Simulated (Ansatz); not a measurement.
**C₂N₂S: up Jacob's ladder to CCSD(T)**

Aim: compute C₂N₂S with functionals from several rungs and with coupled cluster, and see how far each lands from CCSD(T) at the basis-set limit for the atomisation energy.

Method: functionals in def2-TZVPP, the program's frozen cores in correlated methods; program: Ansatz 0.2.0, Gaussian basis.

Plan: LDA (SPW92), PBE-D4, revPBE-D4, BLYP-D4, r2SCAN-D4, B97M-V, PBE0-D4, B3LYP-D4, r2SCANh-D4, r2SCAN0-D4, HSE06-D4, BHLYP-D4, CAM-B3LYP-D4, LC-ωPBE, ωB97X-V, ωB97M-V, B2PLYP, PBE-QIDH; CCSD(T)/def2-SVP; CCSD(T)/def2-TZVPP; CCSD(T)/def2-QZVPP; extrapolation to the limit; RPA on PBE.

**1. Structure used throughout**

All runs share one geometry, relaxed beforehand with PBE0-D4 in a triple-zeta def2 set.

SMILES `N#CSC#N`, 5 atoms, charge 0, spin multiplicity 1.

Atoms are counted from 1 here; the program's logs count them from 0.

Bond lengths: N1–C2 1.153 Å, C2–S3 1.690 Å, S3–C4 1.690 Å, C4–N5 1.153 Å. Angles: N1–C2–S3 175.2°, C2–S3–C4 99.1°, S3–C4–N5 175.2°.

**2. LDA**

This LDA is Slater exchange with PW92 correlation.

in.yaml reads:

```yaml
crystal:
  periodic: [false, false, false]
  atoms:
    - {symbol: N, position_ang: [0.862270, -1.362000, 1.650960]}
    - {symbol: C, position_ang: [0.743008, -0.840592, 0.629623]}
    - {symbol: S, position_ang: [0.682056, -0.146700, -0.910064]}
    - {symbol: C, position_ang: [-0.683791, 0.827844, -0.708653]}
    - {symbol: N, position_ang: [-1.603543, 1.521448, -0.661875]}
basis:
  gaussian: {orbitals: def2-TZVPP}
hamiltonian: {xc: lda}
output: {orbitals: {seedname: orbitals}}
```

Command:

```
$ ansatz run in.yaml --threads 2 --pin off --events-out ev --progress --plain --max-ram 32768MiB --backend cpu
```

After this run come: PBE-D4 (GGA); revPBE-D4 (GGA); BLYP-D4 (GGA); r2SCAN-D4 (meta-GGA); B97M-V (meta-GGA); PBE0-D4 (hybrid); B3LYP-D4 (hybrid); r2SCANh-D4 (hybrid); r2SCAN0-D4 (hybrid); HSE06-D4 (hybrid); BHLYP-D4 (hybrid); CAM-B3LYP-D4 (range-separated); LC-ωPBE (range-separated); ωB97X-V (range-separated); ωB97M-V (range-separated); B2PLYP (double hybrid); PBE-QIDH (double hybrid); CCSD(T) in def2-SVP; CCSD(T) in def2-TZVPP; CCSD(T) in def2-QZVPP; RPA on PBE orbitals.

Before running them: what should the planned runs give, taken together? Wanted: atomisation energy, CCSD(T)/CBS; farthest beyond LDA; mean size of error, GGA; mean size of error, meta-GGA; mean size of error, hybrid; mean size of error, range-separated; mean size of error, double hybrid; gap, smallest and largest; T1 diagnostic.

**Answer**, as computed:

| quantity | value |
| --- | --- |
| atomisation energy, CCSD(T)/CBS | 23.882 eV |
| functionals within 0.119 eV (0.5 %) | r2SCAN-D4, LC-ωPBE |
| farthest beyond LDA | PBE-D4 (+2.078 eV) |
| mean size of error, GGA | 1.423 eV |
| mean size of error, meta-GGA | 0.192 eV |
| mean size of error, hybrid | 0.740 eV |
| mean size of error, range-separated | 0.195 eV |
| mean size of error, double hybrid | 0.127 eV |
| gap, smallest and largest | 4.68 eV (LDA (SPW92)), 12.09 eV (LC-ωPBE) |
| T1 diagnostic | 0.0159 |
| triples share of the correlation energy | 5.4 % |

What this shows: The LDA atomisation energy is off by 5.340 eV (22 %): it overbinds. PBE-D4 is off by +2.078 eV. Double hybrids carry the basis error of their MP2 part in triple zeta, and no dispersion term here, so their miss is partly the set-up's. Taken by rung, double hybrid functionals do best (0.127 eV on average) and GGA ones worst beyond LDA (1.423 eV). RPA and LDA stand outside this count. The reference freezes the cores and leaves out relativity and excitations past (T), so misses under about 0.119 eV can't be ranked. Hartree-Fock recovers 57 % of the binding; the rest is correlation. CCSD(T) in def2-SVP is off by -1.719 eV, so the small basis spoils what the method gains. The gap grows from 4.7 to 12.1 eV across the functionals, mostly with the share of exact exchange.
